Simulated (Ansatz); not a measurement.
## Ansatz (development build ahead of 0.2.0) run

```yaml
crystal:
  periodic: [false, false, false]
  atoms:
    - { symbol: "N", position_ang: [-0.01548, -0.05689, -1.11053] }
    - { symbol: "N", position_ang: [0.00467, 0.08271, -0.11101] }
    - { symbol: O, position_ang: [-0.13288, 0.00873, 1.14305] }
basis:
  gaussian: { orbitals: def2-SVP }
hamiltonian:
  xc: hf
correlation:
  method: mp2
  frozen_orbitals: { "N": 1, O: 1 }
```

The input is written out in the form of the current development build from the run's settings.

Output:

- Converged: yes
- Reference energy: -183.49609 hartree
- Correlation energy: -0.48678 hartree
- Total energy: -183.98287 hartree
- Spin squared of the determinant: 0.000

Caution: no unrestricted run beside it, a lower state can exist.
